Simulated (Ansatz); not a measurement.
Task: a comparison of dispersion corrections of CH4ClSi, SMILES [CH2][SiH2]Cl, with the Ansatz DFT code, driven from Python. Give the script and its output. Use (for the species named): PBE, def2-SVP basis, multiplicity 2, D3BJ dispersion.

```xyz
7

C    -0.9151    0.0267   -0.5409
Si    0.6532    0.0816    0.2301
Cl    0.4600   -1.3805    1.6303
H    -1.0691   -0.5729   -1.3964
H    -1.7534    0.6776   -0.1651
H     0.9280    1.3880    0.9117
H     1.7576   -0.2885   -0.7154
```

Script `disp_ch4clsi.py`:
```python
"""Size of D3 and D4 in CH4ClSi."""

import ansatz as az
from ase import Atoms

BASIS = "def2-SVP"

atoms = Atoms(["C", "Si", "Cl", "H", "H", "H", "H"], positions=[
    (-0.9151, 0.0267, -0.5409),
    (0.6532, 0.0816, 0.2301),
    (0.46, -1.3805, 1.6303),
    (-1.0691, -0.5729, -1.3964),
    (-1.7534, 0.6776, -0.1651),
    (0.928, 1.388, 0.9117),
    (1.7576, -0.2885, -0.7154),
])
geometry = az.Crystal.molecule_from_ase(atoms)

model = geometry.calculation().basis(gaussian=BASIS).spin("collinear", total=1)
for name in ["pbe", "revpbe"]:
    for correction in ("d3bj", "d4"):
        r = model.functional(name, dispersion=correction).run(threads=1, pin="off").report
        print(f"{name:8s} {correction:5s} total {r['free_energy_ev']:.5f} eV, of which dispersion {1000 * r['dispersion']['energy']['ev']:.2f} meV")
```

`python disp_ch4clsi.py` gives:
```text
pbe      d3bj  total -21483.73670 eV, of which dispersion -144.09 meV
pbe      d4    total -21483.72946 eV, of which dispersion -136.85 meV
revpbe   d3bj  total -21490.59811 eV, of which dispersion -356.79 meV
revpbe   d4    total -21490.64841 eV, of which dispersion -407.08 meV
```

Notes:
- Total energies depend on the basis set; only differences at equal settings carry meaning.
- The geometry is a force-field or estimated start, not a minimum of this method, and the basis set is short of its limit. D4 holds the three-body term, and d3bj doesn't.
- The species is open-shell (spin multiplicity 2).
- Finished in 7.9 s on 1 thread of Arm Neoverse V2 (shared host), peak memory 0.19 GiB.
